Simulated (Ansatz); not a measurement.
# Sodium, bcc: convergence with Fermi-Dirac smearing

Computed with Ansatz, PBE, scalar-relativistic PAW, on the relaxed cell (a = 4.197 Å; spin not included). Errors count from a run at 420 eV on a Γ-centred 17×17×17 mesh with Fermi-Dirac smearing of 0.1 eV, extrapolated to zero width. Fixed here: cutoff 420 eV, mesh 11×11×11. The SCF starts from atomic densities corrected by a trained network.

```tsv
width (eV)	E(σ→0) error (meV/atom)	F error (meV/atom)	P (GPa)	SCF iterations
0.01	-2.8	-3.0	-0.01	6
0.03	-3.1	-3.7	-0.01	6
0.1	-2.7	-9.6	0.00	6
0.2	-1.3	-31.9	0.07	6
0.3	-0.9	-70.5	0.16	6
0.6	-7.9	-275.0	0.64	6
1.0	-45.9	-730.2	1.64	6
```
